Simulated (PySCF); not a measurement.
## How far each method lies from full CI for SiH4, singlet

Geometry: MP2(full)/6-31G*, from the G2/97 set.

| atom | x (Å) | y (Å) | z (Å) |
| --- | --- | --- | --- |
| Si | 0.0000 | 0.0000 | 0.0000 |
| H | 0.8561 | 0.8561 | 0.8561 |
| H | -0.8561 | -0.8561 | 0.8561 |
| H | -0.8561 | 0.8561 | -0.8561 |
| H | 0.8561 | -0.8561 | -0.8561 |

Basis STO-3G; PySCF 2.14.0. Only valence electrons are correlated (noble-gas cores frozen), which leaves 8 electrons in 8 orbitals. Prefix R: restricted or restricted open-shell reference.

Full CI is exact within this basis and frozen core; it isn't the basis-set limit.

- T1 diagnostic (ROHF- or RHF-based CCSD): 0.0036
- largest doubles amplitude (ROHF- or RHF-based CCSD): 0.044

```tsv
level	E − E(RHF) (eV)
RMP2	-1.2651
RCCSD	-1.9138
RCCSD(T)	-1.9238
```

Q: Estimate how far full CI in STO-3G lies from RCCSD(T). The table doesn't fix it; the size of (T) and the diagnostics are the guide.

A: Full CI in STO-3G lies 0.5 kJ/mol below RCCSD(T), which is 53 % of the (T) step (-1.0 kJ/mol). The diagnostics give no warning, yet the rest is a sizeable part of (T).

The other levels:

```csv
level,E − E(full CI) (kJ/mol),share of correlation (%),wall time
RCCSDT,0.0,99.97,–
RCCSDT(Q),0.0,99.99,0.14 s
```

The correlation energy at full CI, counted from RHF, is -1.929 eV. Full CI, over all symmetries tried, took 0.06 s on 1 thread of Arm Neoverse V1, shared host; the state has 1,252 determinants.

Times are those of the correlated step on a shared host, with one SCF added for the restricted CCSD run; they ran on 1 thread of Arm Neoverse V1.

The full-CI state has the irrep A of D2, in the program's axes (one component, if the state is degenerate).

Natural occupations of full CI about the gap: 1.983 1.969 1.969 1.969 0.035 0.025 0.025 0.025; effectively unpaired electrons, Σ n²(2−n)², 0.02.
